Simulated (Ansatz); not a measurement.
**H2Cl+: geometry and frequencies at several levels**

Wanted for H2Cl+: geometry and frequencies at several levels. Charge +1.

Method: the levels named in each step, in Ansatz 0.2.0.

**1. The system as given**

Bond lengths: Cl1–H2 1.294 Å, Cl1–H3 1.294 Å. Angles: H2–Cl1–H3 98.9°.

Structure file:

```xyz
3

Cl    0.0001    0.0453   -0.0003
H    -0.9856   -0.7933    0.0002
H     0.9812   -0.7987    0.0092
```

**2. A rough first relaxation, PBE-D4/def2-SVP**

input.yaml

```yaml
crystal:
  periodic: [false, false, false]
  atoms:
    - { symbol: Cl, position_ang: [0.00015, 0.04526, -0.00027] }
    - { symbol: H, position_ang: [-0.98558, -0.79329, 0.00018] }
    - { symbol: H, position_ang: [0.9812, -0.79866, 0.00919] }
total_charge: 1
basis:
  gaussian: { orbitals: def2-SVP }
hamiltonian:
  xc: pbe
  dispersion: d4
relax:
  f_tol: 0.03
  max_steps: 200
```

The run is started by

```bash
$ ansatz run input.yaml --threads 1 --pin off --max-ram 2560MiB --backend cpu --events-out ev --progress --plain --runs-dir out
```

After this run come: Relaxation, HF/STO-3G; Frequencies, HF/STO-3G; Relaxation, HF/6-31G*; Frequencies, HF/6-31G*; Relaxation, LDA/def2-SVP; Frequencies, LDA/def2-SVP; Relaxation, PBE-D4/def2-SVP; Frequencies, PBE-D4/def2-SVP; Relaxation, PBE0-D4/def2-TZVPP; Relaxation, MP2/def2-TZVPP; Frequencies, MP2/def2-TZVPP.

What does the calculation give? Wanted: Cl1–H2 at MP2/def2-TZVPP; Cl1–H3 at MP2/def2-TZVPP; frequencies at MP2/def2-TZVPP.

The runs gave:

| quantity | value |
| --- | --- |
| Cl1–H2 at MP2/def2-TZVPP | 1.300 Å |
| Cl1–H3 at MP2/def2-TZVPP | 1.300 Å |
| frequencies at MP2/def2-TZVPP | 1218 to 2818 cm⁻¹ |

**Reading.** The Cl–H distance spreads over 0.082 Å, from HF/6-31G* (shortest) to HF/STO-3G. No mode is imaginary, so the geometry is a minimum.
